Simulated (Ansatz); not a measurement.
## Ansatz (development build ahead of 0.2.0) run

```yaml
crystal:
  periodic: [false, false, false]
  atoms:
    - { symbol: C, position_ang: [-0.07987, -0.02942, 0.01709] }
    - { symbol: H, position_ang: [1.09079, 0.04699, -0.06775] }
    - { symbol: H, position_ang: [-0.54209, 0.98929, 0.05175] }
    - { symbol: H, position_ang: [-0.53, -0.9211, -0.00595] }
basis:
  gaussian: { orbitals: def2-SVP }
magnetization:
  spin_polarized: true
  initial_magnetization: 1
hamiltonian:
  xc: hf
correlation:
  method: mp2
  frozen_orbitals: { C: 1, H: 0 }
```

The input is written out in the form of the current development build from the run's settings.

Output:

```
Converged                       : yes
Reference energy                : -39.51896 hartree
Correlation energy              : -0.12680 hartree
Total energy                    : -39.64576 hartree
Spin squared of the determinant : 0.763
```
